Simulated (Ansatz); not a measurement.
The first iterations of a band of CH3AlN (6 atoms, charge 1, multiplicity 1).

Theory: RKS PBE0/def2-mTZVP in Ansatz 0.2.0.

| Item | Value |
| --- | --- |
| movable images | 5 |
| climbing image | yes |
| spring | 5.0 eV/Å² |
| optimiser | quadratic models (default) |
| start path | through a guess of the saddle point |
| force threshold | 0.5 eV/Å |
| iteration limit | 60 |
| end points | relaxed |

First end point:

```xyz
6
Properties=species:S:1:pos:R:3
C -0.632 -0.609 -0.236
N 0.388 0.057 -0.687
Al 0.121 0.514 1.084
H -1.223 -1.317 -0.816
H 0.755 -0.006 -1.641
H 0.590 1.362 2.295
```

Last end point:

```xyz
6
Properties=species:S:1:pos:R:3
C -0.426 -0.323 0.071
N 0.580 0.329 -0.387
Al -1.320 -0.257 2.167
H -0.865 -0.975 -0.692
H 0.922 0.244 -1.345
H 1.109 0.983 0.186
```

| iteration | highest image above the first end (eV) | largest band force component (eV/Å) |
| --- | --- | --- |
| 1 | 6.271 | 20.656 |
| 2 | 2.393 | 7.481 |

Question: Does the band converge within its limit, and where does its top end?

Answer: It converged. It ended after 5 iterations with the highest image 1.555 eV above the first end. The threshold of 0.5 eV/Å is loose, so the images may lie well off the minimum-energy path. The order of the point at the top wasn't checked. The orbitals stay closed-shell, which can raise the energy where a bond breaks towards radicals; this wasn't checked here.

The run took 73 s on 1 thread of Intel(R) Xeon(R) Platinum 8259CL CPU @ 2.50GHz (Skylake/Cascade Lake) (shared host), peak memory 0.14 GiB.
